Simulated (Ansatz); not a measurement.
Results of PBE (plane waves, PAW; Ansatz, a quantum-chemistry and plane-wave program) for rock-salt TiC.

Total energies, extrapolated to zero smearing (they compare only within this program, potentials and cutoff):

```tsv
system	energy (eV/atom)
rock-salt TiC, relaxed	-1376.1381
hcp Ti	-2499.6679
graphite	-250.9466
```

### Question
Work out the enthalpy of formation per atom.

### Answer
ΔH_f ≈ ΔE = -1376.1381 − [1 × (-2499.6679) + 1 × (-250.9466)]/2 = -0.831 eV/atom (0 K, no vibrations). The reference value is -0.956 ± 0.02 eV/atom (measured, 298 K, copied from a table, unchecked, no zero-point or thermal correction; as tabulated in Wang et al. (2021), doi:10.1038/s41598-021-94550-5), a difference of +0.125 eV/atom.

The PAW data were made under PBE.
